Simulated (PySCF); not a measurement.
# Orbital picture of CS

B3LYP at R = 1.560 Å; C STO-3G, S STO-3G; no relativity (PySCF 2.14). State: ¹Σ⁺ (singlet), closed shell. Only the outer orbitals are listed, counted within each symmetry.

```
orbital  occ.  ε (eV)  on C (%)         main shells (%)
     5σ     2  -20.41        38  54 S s, 28 C s, 10 C p
     6σ     2  -11.18        34  40 S s, 35 C s, 26 S p
     2π     2   -6.57        30          70 S p, 30 C p
     2π     2   -6.57        30          70 S p, 30 C p
     7σ     2   -4.99        76  46 C p, 30 C s, 23 S p
     3π     0    1.69        70          70 C p, 30 S p
     3π     0    1.69        70          70 C p, 30 S p
     8σ     0   11.79        51          44 C p, 43 S p
```

Q: Which are the highest filled and the lowest empty level, where do they sit, and how wide is the gap?

A: Highest filled 7σ at -4.99 eV (in %: 46 C p, 30 C s, 23 S p); lowest empty 3π at 1.69 eV (in %: 70 C p, 30 S p); the gap at B3LYP is 6.68 eV. An empty level above zero is unbound, and its energy depends on the basis.

```json
{
 "bond order (Mayer)": "2.68",
 "⟨S²⟩": "0.000",
 "charge on C (Mulliken, basis-dependent)": "-0.18",
 "charge on C (Löwdin, basis-dependent)": "-0.22",
 "dipole moment (positive dipole means C(−)S(+))": "1.43 D",
 "polarisability along the bond": "15.9 bohr³",
 "polarisability across the bond": "5.3 bohr³"
}
```

STO-3G is very small, so such numbers show the basis as much as the molecule.
